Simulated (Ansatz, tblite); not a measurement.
**Diborane 1,2-di F (B2H4F2): a ladder of methods and basis sets**

How do method and basis change the picture of diborane 1,2-di F (B2H4F2) (singlet)?

Program: Ansatz 0.2.0, Gaussian basis. Level of theory: as each input shows. These are calculated values, not measurements.

The runs, in order: GFN1-xTB, GFN2-xTB, PBE-D4/def2-TZVP, r2SCAN-D4/def2-TZVP, r2SCAN0-D4/def2-TZVP, CAM-B3LYP-D4/def2-TZVP, B2PLYP/def2-TZVP, B97M-V/def2-TZVP, revPBE-D4/def2-TZVP, PBE-QIDH/def2-TZVP, ωB97M-V/def2-TZVP, PBE-D4/def2-SVP, PBE0-D4/def2-SVP, HF/STO-3G, HF/6-31G, B3LYP-D4/6-31G, PBE0-D4/def2-TZVPD, PBE-D4/def2-TZVPD, r2SCAN-D4/def2-TZVPD, CCSD(T)/def2-TZVPP, MP2/def2-TZVP, RPA/def2-TZVP.

## (1) The relaxed structure

The singlet was relaxed beforehand with B3LYP-D4/def2-TZVP.

8 atoms, charge 0, spin multiplicity 1.

Bond lengths: B1–F2 1.342 Å, B1–H3 1.189 Å, B1–H4 1.335 Å, B1–B5 1.800 Å, B1–H8 1.334 Å, H4–B5 1.334 Å, B5–F6 1.342 Å, B5–H7 1.189 Å, B5–H8 1.335 Å. Angles: F2–B1–H3 121.7°, F2–B1–H4 112.1°, F2–B1–B5 119.4°, F2–B1–H8 112.1°, H3–B1–H4 106.2°, H3–B1–B5 118.9°, H3–B1–H8 106.3°, H4–B1–B5 47.6°, H4–B1–H8 94.9°, B5–B1–H8 47.6°, B1–H4–B5 84.8°, B1–B5–H4 47.6°, B1–B5–F6 119.4°, B1–B5–H7 118.9°, B1–B5–H8 47.6°, H4–B5–F6 112.1°, H4–B5–H7 106.3°, H4–B5–H8 94.9° and more.

As a file:

```xyz
8
B2F2H4
B     0.8637    0.1151    0.2254
F     1.5241   -0.9153    0.7750
H     1.3899    1.1633    0.0331
H    -0.2759    0.3816    0.8668
B    -0.8644   -0.0876   -0.2348
F    -1.4688   -1.2663   -0.0221
H    -1.4405    0.8311   -0.7214
H     0.2718   -0.2218   -0.9219
```

PBE0-D4/def2-TZVP was run before; its log isn't repeated, and its numbers join the tables.

## (2) GFN1-xTB

Tight binding, by tblite at 300 K electronic temperature and without a spin-polarisation term:

```python
tblite.interface.Calculator('GFN1-xTB', numbers, positions, charge=0, uhf=0).singlepoint()
```

Energy -414.7872 eV, HOMO -12.75 eV, LUMO -5.83 eV; 0.014 s.

## (3) GFN2-xTB

Tight binding, by tblite at 300 K electronic temperature and without a spin-polarisation term:

```python
tblite.interface.Calculator('GFN2-xTB', numbers, positions, charge=0, uhf=0).singlepoint()
```

Energy -381.9487 eV, HOMO -11.91 eV, LUMO -5.98 eV; 0.004 s.

## (4) PBE-D4/def2-TZVP

start.molden holds the orbitals of an earlier run on this state, given as this run's starting guess.

Input file in.yaml:

```yaml
crystal:
  periodic: [false, false, false]
  atoms:
    - {symbol: B, position_ang: [0.863696, 0.115105, 0.225390]}
    - {symbol: F, position_ang: [1.524118, -0.915323, 0.774974]}
    - {symbol: H, position_ang: [1.389949, 1.163267, 0.033123]}
    - {symbol: H, position_ang: [-0.275876, 0.381559, 0.866792]}
    - {symbol: B, position_ang: [-0.864419, -0.087562, -0.234821]}
    - {symbol: F, position_ang: [-1.468754, -1.266340, -0.022144]}
    - {symbol: H, position_ang: [-1.440534, 0.831064, -0.721417]}
    - {symbol: H, position_ang: [0.271819, -0.221761, -0.921898]}
basis:
  gaussian: {orbitals: def2-TZVP, initial_orbitals: start.molden}
hamiltonian: {xc: pbe, dispersion: d4}
scf: {omitted_lower_state_checks: [starts]}
output: {orbitals: {seedname: orbitals}}
```

The run is started by

```sh
$ ansatz run in.yaml --threads 4 --pin off --events-out ev --progress --plain --max-ram 3916MiB
```

Standard output:

```text
Functional definition: PBE
  name "PBE"
  cite "Perdew, Burke & Ernzerhof, Phys. Rev. Lett. 77, 3865 (1996) doi:10.1103/PhysRevLett.77.3865"
  parent pbe
  parameter kappa = 0.804
  parameter beta = 0.06672455060314922
  exchange = pbe_x(kappa = kappa, mu = beta*pi^2/3)
  correlation = pbe_c(beta = beta)
these checks for a lower state are left out or cut short: starts
826 factors; their error is unknown
mean field evaluation 1: about -6849.0326 eV, gradient 8.9e0 eV
mean field evaluation 2: about -6849.1286 eV, gradient 1.0e-1 eV
mean field evaluation 4: about -6849.1163 eV, gradient 1.0e-4 eV
mean field -6849.11627208 eV, -251.7003805012 hartree, gradient 1.4e-5 eV, S^2 0.000000; 0 other end points of the search recorded, 0 dependent functions left out
reference -6849.11631477 eV, -251.7003820701 hartree; 16, 16 occupied and 132, 132 virtual orbitals, 826 factors
Total energy: -6849.20822268 eV, -251.7037596232 hartree
Checks for a lower state left out: starts
```

Run time: 0.8 s. Hardware: 4 threads of Arm Neoverse V1, shared host.

HOMO -8.22 eV, LUMO -1.38 eV.

## (5) r2SCAN-D4/def2-TZVP

Edit in.yaml of step 4 so:

```diff
@@ -13,3 +13,3 @@
   gaussian: {orbitals: def2-TZVP, initial_orbitals: start.molden}
-hamiltonian: {xc: pbe, dispersion: d4}
+hamiltonian: {xc: r2scan, dispersion: d4}
 scf: {omitted_lower_state_checks: [starts]}
```

Launched as before.

Standard output:

```text
Functional definition: r2SCAN
  name "r2SCAN"
  cite "Furness, Kaplan, Ning, Perdew & Sun, J. Phys. Chem. Lett. 11, 8208 (2020) doi:10.1021/acs.jpclett.0c02405"
  cite "Furness, Kaplan, Ning, Perdew & Sun, J. Phys. Chem. Lett. 11, 9248 (2020) doi:10.1021/acs.jpclett.0c03077"
  parent r2scan
  parameter k0 = 0.174
  parameter k1 = 0.065
  parameter a1 = 4.9479
  exchange = r2scan_x(k0 = k0, k1 = k1, a1 = a1)
  correlation = r2scan_c
these checks for a lower state are left out or cut short: starts
826 factors; their error is unknown
mean field evaluation 1: about -6853.5863 eV, gradient 4.6e0 eV
mean field evaluation 2: about -6853.6125 eV, gradient 3.3e-2 eV
mean field evaluation 4: about -6853.6052 eV, gradient 7.6e-5 eV
mean field -6853.60521142 eV, -251.8653459792 hartree, gradient 1.2e-5 eV, S^2 0.000000; 0 other end points of the search recorded, 0 dependent functions left out
reference -6853.60522347 eV, -251.8653464222 hartree; 16, 16 occupied and 132, 132 virtual orbitals, 826 factors
Total energy: -6853.62714188 eV, -251.8661519088 hartree
Checks for a lower state left out: starts
```

Run time: 1.6 s. Hardware: 4 threads of Arm Neoverse V1, shared host.

From the report: HOMO -8.61 eV, LUMO -1.04 eV.

## (6) r2SCAN0-D4/def2-TZVP

Edit in.yaml of step 5 so:

```diff
@@ -13,4 +13,4 @@
   gaussian: {orbitals: def2-TZVP, initial_orbitals: start.molden}
-hamiltonian: {xc: r2scan, dispersion: d4}
+hamiltonian: {xc: {name: r2SCAN0}, dispersion: d4}
 scf: {omitted_lower_state_checks: [starts]}
-output: {orbitals: {seedname: orbitals}}
+output: {forces: true, orbitals: {seedname: orbitals}}
```

The command is unchanged.

Standard output, shortened:

```text
Functional definition: r2SCAN0
  name "r2SCAN0"
  cite "Bursch, Neugebauer, Ehlert & Grimme, J. Chem. Phys. 156, 134105 (2022) doi:10.1063/5.0086040"
  cite "Furness, Kaplan, Ning, Perdew & Sun, J. Phys. Chem. Lett. 11, 8208 (2020) doi:10.1021/acs.jpclett.0c02405"
  cite "Furness, Kaplan, Ning, Perdew & Sun, J. Phys. Chem. Lett. 11, 9248 (2020) doi:10.1021/acs.jpclett.0c03077"
  parent r2scan
[...]
826 factors; their error is unknown
[...]
mean field -6852.83287937 eV, -251.8369632997 hartree, gradient 7.5e-6 eV, S^2 0.000000; 0 other end points of the search recorded, 0 dependent functions left out
[...]
reference -6852.83288864 eV, -251.8369636407 hartree; 16, 16 occupied and 132, 132 virtual orbitals, 826 factors
Total energy: -6852.85803349 eV, -251.8378876967 hartree
Atom 0 at     0.863696     0.115105     0.225390 Å, force     0.091164    -0.330580     0.140418 eV/Å
Atom 1 at     1.524118    -0.915323     0.774974 Å, force    -0.254557     0.334333    -0.189944 eV/Å
Atom 2 at     1.389949     1.163267     0.033123 Å, force    -0.025226    -0.017862    -0.001551 eV/Å
Atom 3 at    -0.275876     0.381559     0.866792 Å, force    -0.000823    -0.003908     0.012649 eV/Å
Atom 4 at    -0.864419    -0.087562    -0.234821 Å, force    -0.073263    -0.350927     0.092941 eV/Å
Atom 5 at    -1.468754    -1.266340    -0.022144 Å, force     0.235979     0.391516    -0.060047 eV/Å
Atom 6 at    -1.440534     0.831064    -0.721417 Å, force     0.025827    -0.011809     0.012412 eV/Å
Atom 7 at     0.271819    -0.221761    -0.921898 Å, force     0.000899    -0.010764    -0.006877 eV/Å
Dipole moment:    -0.008527     0.335225    -0.115641 e Å
Checks for a lower state left out: starts
```

Run time: 2.1 s. Hardware: 4 threads of Arm Neoverse V1, shared host.

Report: HOMO -10.12 eV, LUMO -0.17 eV.

## (7) CAM-B3LYP-D4/def2-TZVP

Edit in.yaml of step 6 so:

```diff
@@ -13,4 +13,4 @@
   gaussian: {orbitals: def2-TZVP, initial_orbitals: start.molden}
-hamiltonian: {xc: {name: r2SCAN0}, dispersion: d4}
+hamiltonian: {xc: {name: CAM-B3LYP}, dispersion: d4}
 scf: {omitted_lower_state_checks: [starts]}
-output: {forces: true, orbitals: {seedname: orbitals}}
+output: {orbitals: {seedname: orbitals}}
```

Same command.

Standard output, shortened:

```text
Functional definition: CAM-B3LYP
  name "CAM-B3LYP"
  cite "Yanai, Tew & Handy, Chem. Phys. Lett. 393, 51 (2004) doi:10.1016/j.cplett.2004.06.011"
  cite "Iikura, Tsuneda, Yanai & Hirao, J. Chem. Phys. 115, 3540 (2001) doi:10.1063/1.1383587"
  cite "Becke, Phys. Rev. A 38, 3098 (1988) doi:10.1103/PhysRevA.38.3098"
  cite "Lee, Yang & Parr, Phys. Rev. B 37, 785 (1988) doi:10.1103/PhysRevB.37.785"
  cite "Vosko, Wilk & Nusair, Can. J. Phys. 58, 1200 (1980) doi:10.1139/p80-159"
[...]
  # Exact exchange under (alpha + beta erf(omega r))/r, Becke's under what is left of 1/r.
[...]
826 factors; their error is unknown
240 factors; integrals over basis functions are off by at most 1.9e-5 eV
[...]
mean field -6854.62811983 eV, -251.9029371700 hartree, gradient 2.4e-5 eV, S^2 0.000000; 0 other end points of the search recorded, 0 dependent functions left out
reference -6854.62823731 eV, -251.9029414871 hartree; 16, 16 occupied and 132, 132 virtual orbitals, 826 factors
Total energy: -6854.70321493 eV, -251.9056968638 hartree
Checks for a lower state left out: starts
```

Wall time 1.1 s (4 threads of Arm Neoverse V1, shared host).

HOMO -11.38 eV, LUMO 0.72 eV.

## (8) B2PLYP/def2-TZVP

Edit in.yaml of step 7 so:

```diff
@@ -13,4 +13,3 @@
   gaussian: {orbitals: def2-TZVP, initial_orbitals: start.molden}
-hamiltonian: {xc: {name: CAM-B3LYP}, dispersion: d4}
+hamiltonian: {xc: {name: B2PLYP}}
 scf: {omitted_lower_state_checks: [starts]}
-output: {orbitals: {seedname: orbitals}}
```

The command is unchanged.

Standard output, shortened:

```text
Functional definition: B2PLYP
  name "B2PLYP"
  cite "Grimme, J. Chem. Phys. 124, 034108 (2006) doi:10.1063/1.2148954"
  cite "Becke, Phys. Rev. A 38, 3098 (1988) doi:10.1103/PhysRevA.38.3098"
  cite "Lee, Yang & Parr, Phys. Rev. B 37, 785 (1988) doi:10.1103/PhysRevB.37.785"
[...]
1006 factors; integrals over basis functions are off by at most 1.2e-3 eV
[...]
mean field -6845.93669783 eV, -251.5835333029 hartree, gradient 2.1e-6 eV, S^2 0.000000; 0 other end points of the search recorded, 0 dependent functions left out
4 core orbitals not correlated: weight in the atoms' cores, before any rotation towards them, 1.000 or more for the frozen orbitals, at most 0.000 for the correlated occupied ones
reference -6845.93684672 eV, -251.5835387744 hartree; 12, 12 occupied and 132, 132 virtual orbitals, 1006 factors
second order -23.63736091 eV of doubles, -0.00000000 eV of singles
Total energy: -6852.31893417 eV, -251.8180761621 hartree
Checks for a lower state left out: starts
```

Wall time 1.5 s (4 threads of Arm Neoverse V1, shared host).

## (9) B97M-V/def2-TZVP

Edit in.yaml of step 8 so:

```diff
@@ -13,3 +13,4 @@
   gaussian: {orbitals: def2-TZVP, initial_orbitals: start.molden}
-hamiltonian: {xc: {name: B2PLYP}}
+hamiltonian: {xc: {name: B97M-V}}
 scf: {omitted_lower_state_checks: [starts]}
+output: {orbitals: {seedname: orbitals}}
```

The command is unchanged.

Standard output, shortened:

```text
Functional definition: B97M-V
  name "B97M-V"
  cite "Mardirossian & Head-Gordon, J. Chem. Phys. 142, 074111 (2015) doi:10.1063/1.4907719"
  cite "Becke, J. Chem. Phys. 107, 8554 (1997) doi:10.1063/1.475007"
  cite "Vydrov & Van Voorhis, J. Chem. Phys. 133, 244103 (2010) doi:10.1063/1.3521275"
  # Of w^i u^j: cxij and so on, Table III.
[...]
  gx(w, u) = cx00 + cx01*u + cx02*u^2 + (cx10 + cx11*u)*w
  gss(w, u) = css00 + css02*u^2 + css10*w + (css32*w^3 + css42*w^4)*u^2
  gos(w, u) = cos00 + cos01*u + cos03*u^3 + cos10*w + cos32*w^3*u^2
[...]
      + integral(e_c_pw_mod_opposite_spin*gos(b97_w_opposite, b97_u_opposite)) + vv10(b, c)
[...]
826 factors; their error is unknown
[...]
mean field -6855.38568093 eV, -251.9307770267 hartree, gradient 1.9e-5 eV, S^2 0.000000; 0 other end points of the search recorded, 0 dependent functions left out
reference -6855.38573951 eV, -251.9307791795 hartree; 16, 16 occupied and 132, 132 virtual orbitals, 826 factors
Total energy: -6855.38573951 eV, -251.9307791795 hartree
Checks for a lower state left out: starts
```

Wall time 3.3 s (4 threads of Arm Neoverse V1, shared host).

From the report: HOMO -8.73 eV, LUMO -1.13 eV.

## (10) revPBE-D4/def2-TZVP

Edit in.yaml of step 9 so:

```diff
@@ -13,3 +13,3 @@
   gaussian: {orbitals: def2-TZVP, initial_orbitals: start.molden}
-hamiltonian: {xc: {name: B97M-V}}
+hamiltonian: {xc: {name: revPBE}, dispersion: d4}
 scf: {omitted_lower_state_checks: [starts]}
```

Same command.

Standard output:

```text
Functional definition: revPBE
  name "revPBE"
  cite "Zhang & Yang, Phys. Rev. Lett. 80, 890 (1998) doi:10.1103/PhysRevLett.80.890"
  cite "Perdew, Burke & Ernzerhof, Phys. Rev. Lett. 77, 3865 (1996) doi:10.1103/PhysRevLett.77.3865"
  parameter kappa = 1.245
  parameter beta = 0.06672455060314922
  exchange = pbe_x(kappa = kappa, mu = beta*pi^2/3)
  correlation = pbe_c(beta = beta)
these checks for a lower state are left out or cut short: starts
826 factors; their error is unknown
mean field evaluation 1: about -6854.3687 eV, gradient 9.6e0 eV
mean field evaluation 2: about -6854.4407 eV, gradient 9.1e-2 eV
mean field evaluation 4: about -6854.4283 eV, gradient 1.1e-4 eV
mean field -6854.42833224 eV, -251.8955951115 hartree, gradient 2.4e-5 eV, S^2 0.000000; 0 other end points of the search recorded, 0 dependent functions left out
reference -6854.42838586 eV, -251.8955970818 hartree; 16, 16 occupied and 132, 132 virtual orbitals, 826 factors
Total energy: -6854.76337079 eV, -251.9079075511 hartree
Checks for a lower state left out: starts
```

Wall time 0.8 s (4 threads of Arm Neoverse V1, shared host).

HOMO -8.18 eV, LUMO -1.27 eV.

## (11) PBE-QIDH/def2-TZVP

Edit in.yaml of step 10 so:

```diff
@@ -13,4 +13,3 @@
   gaussian: {orbitals: def2-TZVP, initial_orbitals: start.molden}
-hamiltonian: {xc: {name: revPBE}, dispersion: d4}
+hamiltonian: {xc: {name: PBE-QIDH}}
 scf: {omitted_lower_state_checks: [starts]}
-output: {orbitals: {seedname: orbitals}}
```

Same command.

Standard output, shortened:

```text
Functional definition: PBE-QIDH
  name "PBE-QIDH"
  cite "Brémond, Sancho-García, Pérez-Jiménez & Adamo, J. Chem. Phys. 141, 031101 (2014) doi:10.1063/1.4890314"
  cite "Perdew, Burke & Ernzerhof, Phys. Rev. Lett. 77, 3865 (1996) doi:10.1103/PhysRevLett.77.3865"
[...]
1006 factors; integrals over basis functions are off by at most 1.2e-3 eV
[...]
mean field -6841.28649643 eV, -251.4126415533 hartree, gradient 1.7e-6 eV, S^2 0.000000; 0 other end points of the search recorded, 0 dependent functions left out
4 core orbitals not correlated: weight in the atoms' cores, before any rotation towards them, 1.000 or more for the frozen orbitals, at most 0.000 for the correlated occupied ones
reference -6841.28650796 eV, -251.4126419770 hartree; 12, 12 occupied and 132, 132 virtual orbitals, 1006 factors
second order -22.10023722 eV of doubles, -0.00000000 eV of singles
Total energy: -6848.65325370 eV, -251.6833648897 hartree
Checks for a lower state left out: starts
```

Wall time 1.5 s (4 threads of Arm Neoverse V1, shared host).

## (12) ωB97M-V/def2-TZVP

Edit in.yaml of step 11 so:

```diff
@@ -13,3 +13,4 @@
   gaussian: {orbitals: def2-TZVP, initial_orbitals: start.molden}
-hamiltonian: {xc: {name: PBE-QIDH}}
+hamiltonian: {xc: {name: wB97M-V}}
 scf: {omitted_lower_state_checks: [starts]}
+output: {orbitals: {seedname: orbitals}}
```

Same command.

Standard output, shortened:

```text
Functional definition: wB97M-V
  name "wB97M-V"
  cite "Mardirossian & Head-Gordon, J. Chem. Phys. 144, 214110 (2016) doi:10.1063/1.4952647"
  cite "Becke, J. Chem. Phys. 107, 8554 (1997) doi:10.1063/1.475007"
  cite "Vydrov & Van Voorhis, J. Chem. Phys. 133, 244103 (2010) doi:10.1063/1.3521275"
  # Of w^i u^j: cxij and so on, Table III.
[...]
  gx(w, u) = 1 - cx + cx01*u + cx10*w
  gss(w, u) = css00 + css04*u^4 + css10*w + css20*w^2 + css43*w^4*u^3
  gos(w, u) = cos00 + cos10*w + (cos20 + cos21*u)*w^2 + (cos60 + cos61*u)*w^6
[...]
      + integral(e_c_pw_mod_opposite_spin*gos(b97_w_opposite, b97_u_opposite)) + vv10(b, c)
[...]
826 factors; their error is unknown
230 factors; integrals over basis functions are off by at most 1.3e-5 eV
[...]
mean field -6854.39832966 eV, -251.8944925369 hartree, gradient 1.4e-5 eV, S^2 0.000000; 0 other end points of the search recorded, 0 dependent functions left out
reference -6854.39837759 eV, -251.8944942984 hartree; 16, 16 occupied and 132, 132 virtual orbitals, 826 factors
Total energy: -6854.39837759 eV, -251.8944942984 hartree
Checks for a lower state left out: starts
```

Run time: 3.1 s. Hardware: 4 threads of Arm Neoverse V1, shared host.

HOMO -12.22 eV, LUMO 1.64 eV.

## (13) PBE-D4/def2-SVP

Edit in.yaml of step 12 so:

```diff
@@ -12,4 +12,4 @@
 basis:
-  gaussian: {orbitals: def2-TZVP, initial_orbitals: start.molden}
-hamiltonian: {xc: {name: wB97M-V}}
+  gaussian: {orbitals: def2-SVP, initial_orbitals: start.molden}
+hamiltonian: {xc: pbe, dispersion: d4}
 scf: {omitted_lower_state_checks: [starts]}
```

Same command.

Standard output:

```text
Functional definition: PBE
  name "PBE"
  cite "Perdew, Burke & Ernzerhof, Phys. Rev. Lett. 77, 3865 (1996) doi:10.1103/PhysRevLett.77.3865"
  parent pbe
  parameter kappa = 0.804
  parameter beta = 0.06672455060314922
  exchange = pbe_x(kappa = kappa, mu = beta*pi^2/3)
  correlation = pbe_c(beta = beta)
these checks for a lower state are left out or cut short: starts
836 factors; their error is unknown
mean field evaluation 1: about -6840.7626 eV, gradient 8.6e0 eV
mean field evaluation 2: about -6840.9458 eV, gradient 1.6e-1 eV
mean field evaluation 4: about -6840.9114 eV, gradient 7.7e-5 eV
mean field -6840.91143598 eV, -251.3988583360 hartree, gradient 8.3e-5 eV, S^2 0.000000; 0 other end points of the search recorded, 0 dependent functions left out
reference -6840.91146581 eV, -251.3988594322 hartree; 16, 16 occupied and 60, 60 virtual orbitals, 836 factors
Total energy: -6841.00337371 eV, -251.4022369854 hartree
Checks for a lower state left out: starts
```

Run time: 0.45 s. Hardware: 4 threads of Arm Neoverse V1, shared host.

Report: HOMO -8.05 eV, LUMO -1.20 eV.

## (14) PBE0-D4/def2-SVP

Edit in.yaml of step 13 so:

```diff
@@ -13,3 +13,3 @@
   gaussian: {orbitals: def2-SVP, initial_orbitals: start.molden}
-hamiltonian: {xc: pbe, dispersion: d4}
+hamiltonian: {xc: pbe0, dispersion: d4}
 scf: {omitted_lower_state_checks: [starts]}
```

Same command.

Standard output:

```text
Functional definition: PBE0
  name "PBE0"
  cite "Adamo & Barone, J. Chem. Phys. 110, 6158 (1999) doi:10.1063/1.478522"
  cite "Perdew, Burke & Ernzerhof, Phys. Rev. Lett. 77, 3865 (1996) doi:10.1103/PhysRevLett.77.3865"
  parent pbe
  parameter a = 0.25
  parameter kappa = 0.804
  parameter beta = 0.06672455060314922
  exchange = (1 - a)*pbe_x(kappa = kappa, mu = beta*pi^2/3) + a*exact_x
  correlation = pbe_c(beta = beta)
these checks for a lower state are left out or cut short: starts
836 factors; their error is unknown
mean field evaluation 1: about -6841.2977 eV, gradient 7.6e0 eV
mean field evaluation 2: about -6841.4050 eV, gradient 7.3e-2 eV
mean field evaluation 4: about -6841.4106 eV, gradient 3.7e-5 eV
mean field -6841.41055659 eV, -251.4172006801 hartree, gradient 4.1e-5 eV, S^2 0.000000; 0 other end points of the search recorded, 0 dependent functions left out
reference -6841.41057852 eV, -251.4172014858 hartree; 16, 16 occupied and 60, 60 virtual orbitals, 836 factors
Total energy: -6841.48635489 eV, -251.4199862164 hartree
Checks for a lower state left out: starts
```

It took 0.55 s on 4 threads of Arm Neoverse V1, shared host.

HOMO -9.76 eV, LUMO -0.24 eV.

## (15) HF/STO-3G

Edit in.yaml of step 14 so:

```diff
@@ -12,4 +12,4 @@
 basis:
-  gaussian: {orbitals: def2-SVP, initial_orbitals: start.molden}
-hamiltonian: {xc: pbe0, dispersion: d4}
+  gaussian: {orbitals: STO-3G}
+hamiltonian: {xc: hf}
 scf: {omitted_lower_state_checks: [starts]}
```

Same command.

Standard output:

```text
Functional definition: HF
  name "HF"
  cite "Fock, Z. Phys. 61, 126 (1930) doi:10.1007/BF01340294"
  parent pbe
  exchange = exact_x
  correlation = 0
these checks for a lower state are left out or cut short: starts
338 factors; integrals over basis functions are off by at most 9.5e-5 eV
mean field evaluation 1: about -6722.4066 eV, gradient 2.9e1 eV
mean field evaluation 2: about -6722.5116 eV, gradient 2.9e1 eV
mean field evaluation 4: about -6725.7951 eV, gradient 1.9e0 eV
mean field evaluation 8: about -6725.8111 eV, gradient 2.5e-5 eV
mean field -6725.81112890 eV, -247.1690000687 hartree, gradient 8.4e-6 eV, S^2 0.000000; 0 other end points of the search recorded, 0 dependent functions left out
reference -6725.81112890 eV, -247.1690000687 hartree; 16, 16 occupied and 8, 8 virtual orbitals, 338 factors
Total energy: -6725.81112890 eV, -247.1690000687 hartree
Checks for a lower state left out: starts
```

Run time: 0.1 s. Hardware: 4 threads of Arm Neoverse V1, shared host.

From the report: HOMO -10.93 eV, LUMO 7.42 eV.

## (16) HF/6-31G

Edit in.yaml of step 15 so:

```diff
@@ -12,3 +12,3 @@
 basis:
-  gaussian: {orbitals: STO-3G}
+  gaussian: {orbitals: 6-31G}
 hamiltonian: {xc: hf}
```

Same command.

Standard output:

```text
Functional definition: HF
  name "HF"
  cite "Fock, Z. Phys. 61, 126 (1930) doi:10.1007/BF01340294"
  parent pbe
  exchange = exact_x
  correlation = 0
these checks for a lower state are left out or cut short: starts
530 factors; integrals over basis functions are off by at most 2.1e-4 eV
mean field evaluation 1: about -6815.2807 eV, gradient 3.2e1 eV
mean field evaluation 2: about -6815.2824 eV, gradient 3.2e1 eV
mean field evaluation 4: about -6817.6644 eV, gradient 2.6e0 eV
mean field evaluation 8: about -6817.6900 eV, gradient 8.3e-2 eV
mean field -6817.69007495 eV, -250.5454890582 hartree, gradient 3.2e-5 eV, S^2 0.000000; 0 other end points of the search recorded, 0 dependent functions left out
reference -6817.69007495 eV, -250.5454890582 hartree; 16, 16 occupied and 28, 28 virtual orbitals, 530 factors
Total energy: -6817.69007495 eV, -250.5454890582 hartree
Checks for a lower state left out: starts
```

It took 0.15 s on 4 threads of Arm Neoverse V1, shared host.

From the report: HOMO -14.01 eV, LUMO 3.45 eV.

(Part 1 of 2 ends here.)
